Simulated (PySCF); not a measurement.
The same gas-phase reaction for B, Al, Ga, In:
- BH + 3 HCl → BCl3 + 2 H2
- AlH + 3 HCl → AlCl3 + 2 H2
- GaH + 3 HCl → GaCl3 + 2 H2
- InH + 3 HCl → InCl3 + 2 H2

Computed with PySCF and rigid-rotor harmonic-oscillator thermochemistry at 1 bar. † marks an energy on the PBE0/def2-TZVP geometry and frequencies. MP2 and CCSD(T) freeze the core. All species are closed-shell singlets. B3LYP is the form with VWN-RPA correlation. In: scalar-relativistic def2 core potential, no spin-orbit coupling. Ga: all electrons, no relativistic terms. GaH, InH: computed as isolated molecules; such fragments, hydroxides, amides, oligomers or adducts are transient or little studied in the gas. MP2 isn't extrapolated to the basis-set limit. CCSD(T) isn't extrapolated to the basis-set limit.

ΔH°(298 K) in kJ, by level:

```csv
level,B,Al,Ga,In
ωB97M-V/def2-TZVP†,?,-560.2,-383.3,-307.1
M06-2X/def2-TZVP†,?,-580.4,-426.4,-341.9
CCSD(T)/def2-TZVPP†,?,-542.2,-384.0,-287.4
B3LYP/def2-TZVP†,?,-540.7,-356.5,-273.2
HF/def2-TZVP†,-504.9,-540.6,-374.9,-296.6
MP2/def2-TZVPP†,?,-582.5,-419.0,-308.6
```

**Question.** What belongs in the gaps?

**Answer.** 
- ωB97M-V/def2-TZVP†, B: -590.0
- M06-2X/def2-TZVP†, B: -602.4
- CCSD(T)/def2-TZVPP†, B: -552.0
- B3LYP/def2-TZVP†, B: -577.3
- MP2/def2-TZVPP†, B: -606.0
